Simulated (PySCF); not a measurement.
Bond curve of Al₂⁺

Set-up: Al x2c-SVPall; spin-free X2C with a Gaussian nucleus (PySCF 2.14). Energies in eV from Al⁺ + Al in their ground configurations at the same level. State: ²Σg⁺ (doublet), unpaired electrons σ ↑.

All columns are PBE0.

```csv
R (Å),E (eV),HOMO (eV),LUMO (eV),Mayer bond order,⟨S²⟩
2.798,-1.354,-9.94,-7.92,0.64,0.77
2.928,-1.456,-9.86,-7.74,0.62,0.77
3.058,-1.508,-9.77,-7.59,0.60,0.76
3.155,-1.525,-9.70,-7.49,0.59,0.76
3.253,-1.530,-9.63,-7.39,0.58,0.76
3.351,-1.525,-9.56,-7.30,0.57,0.76
3.481,-1.509,-9.46,-7.19,0.56,0.76
3.643,-1.478,-9.34,-7.07,0.55,0.76
3.838,-1.431,-9.18,-6.93,0.53,0.76
4.099,-1.357,-8.97,-6.78,0.52,0.76
```

The state is the lowest determinant that a PBE0 search found; another state may lie lower at other levels.
